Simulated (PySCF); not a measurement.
Species: H3O3P.
Bonds: O1–P2 (double), P2–O3, P2–O4. Hydrogens: H5 on P2; H6 on O3; H7 on O4.

Computed geometry: GFN2-xTB, gas phase.

**Question.** What internal coordinates does the optimisation give?

**Answer.** 
```tsv
bond	length (bohr)	order
O1=P2	2.763	double
P2–O3, P2–O4	3.011	single
P2–H5	2.595	single
O3–H6, O4–H7	1.809	single
```

Bonds in one row agree within 0.02 bohr and their mean is given. Orders are formal, as drawn. A selection of angles:
```tsv
angle	degrees
O1–P2–O3	113.6
O1–P2–H5	119.4
O3–P2–O4	105.1
O3–P2–H5	101.7
P2–O3–H6	108.5
```

Torsions: H6–O3–P2–O1 1° (synperiplanar); H7–O4–P2–O1 1° (synperiplanar).

The O–P distances run from 1.462 Å (O1=P2, drawn double) to 1.594 Å (P2–O4, drawn single), a spread of 0.132 Å. P2 (phosphoryl phosphorus) is distorted tetrahedral (angles from 101.7° to 119.4°).

Point group: Cs (tolerance 0.08 Å). Stationary, but not proved a minimum. The numbers are those of one conformer (O1–P2–O3–H 1°, O1–P2–O4–H 1°).
